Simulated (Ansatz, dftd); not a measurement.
System: CHCl2, charge 0, doublet. CHCl2 (SMILES Cl[CH]Cl, doublet).
B3LYP-D3(BJ)/def2-TZVP minimum from Ansatz (an electronic-structure program):
```
C
H 1 1.0785
Cl 1 1.7039 2 117.35
Cl 1 1.7039 2 117.35 3 153.21
```
Charge 0, spin multiplicity 2.

Wanted: atomisation energy (electronic, to ground-state atoms), in kcal/mol. Radicals and triplets start from unrestricted determinants; spin-orbit coupling is neglected. Cores are frozen in correlated methods. Rows without X2C or -DK are non-relativistic. CBS(X,Y): correlation extrapolated as X^-3, Hartree-Fock from the larger set (Q,5: extrapolated as (X+1)exp(-9√X)). A bracket is a step between two methods taken in the basis named. The functionals are non-relativistic, so their misses hold any scalar relativity. Double hybrids freeze cores in their MP2 part. 'core' is core correlation in cc-pwCVTZ (1s frozen past Ne), 'X2C' scalar relativity in cc-pVTZ-DK, both at CCSD(T). Where a partner has so few electrons that a lower coupled-cluster level is exact, that level stands in.

Compared with CCSD(T)/CBS(cc-pV(Q+d)Z,cc-pV(5+d)Z) + [CCSDT(Q) - CCSD(T)]/cc-pV(D+d)Z + core + X2C (Ansatz): 269.2 kcal/mol.

Q: Rank these levels by how close they come to it, closest first: CAM-B3LYP-D3(BJ)/def2-TZVPD (Ansatz + dftd3); B2PLYP-D3(BJ)/def2-TZVPD (Ansatz + dftd3); MP2/CBS(cc-pV(Q+d)Z,cc-pV(5+d)Z) (Ansatz); r2SCANh/def2-TZVPD (Ansatz); wB97M-V/def2-TZVPD (Ansatz).

A: wB97M-V/def2-TZVPD (270.1 kcal/mol, difference 0.9), CAM-B3LYP-D3(BJ)/def2-TZVPD (267.0 kcal/mol, difference -2.2), r2SCANh/def2-TZVPD (272.8 kcal/mol, difference 3.6), B2PLYP-D3(BJ)/def2-TZVPD (265.3 kcal/mol, difference -3.9), MP2/CBS(cc-pV(Q+d)Z,cc-pV(5+d)Z) (277.6 kcal/mol, difference 8.4)
